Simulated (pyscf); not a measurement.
Single points on ωB97X-D3(BJ)/def2-SVP structures (PySCF, gas phase). Correlated levels are frozen-core, on RHF or UHF. ΔMP2 is the change of the MP2 total energy from the triple- to the quadruple-zeta basis.

### Question
For HO–Ga (SMILES [OH][Ga]) [singlet] + H₂O (SMILES O) -> HO–GaH–OH (SMILES [OH][GaH][OH]), an insertion (singlet surface; H–O broken, Ga–O, Ga–H formed), PBE/def2-TZVP gives ΔE‡ = 32.5 kcal/mol and ΔE = -14.1 kcal/mol (zero: the separated reactants). In which direction and how far do B3LYP-D3(BJ)/def2-TZVP, M06-2X/def2-TZVP, CCSD(T)/def2-TZVPP + ΔMP2(QZVPP) move these?

### Answer
B3LYP-D3(BJ): ΔE‡ = 40.5 kcal/mol, ΔE = -12.9 kcal/mol; M06-2X: ΔE‡ = 39.9 kcal/mol, ΔE = -19.4 kcal/mol; CCSD(T): ΔE‡ = 41.5 kcal/mol, ΔE = -16.9 kcal/mol. PBE's barrier lies under all of them, by 7.4 to 9.0 kcal/mol. Its reaction energy lies among theirs. Low barriers are usual for a GGA, whose delocalisation error favours stretched bonds. On the reactant side the descent ends in a bound adduct, 11.1 kcal/mol under the separated species and 51.8 kcal/mol under the saddle at ωB97X-D3(BJ)/def2-TZVP. One saddle was located; it need not be the lowest between these sides. The CCSD(T) − MP2 part came from Ansatz, without density fitting, on the same reference. The frozen core leaves the outer d or s,p core shells of the metals and heavy elements correlated in the MP2 and CC values, and def2-TZVPP describes them poorly, which can shift differences by a few kcal/mol. Elements up to Kr have no core potential and no relativistic terms here.
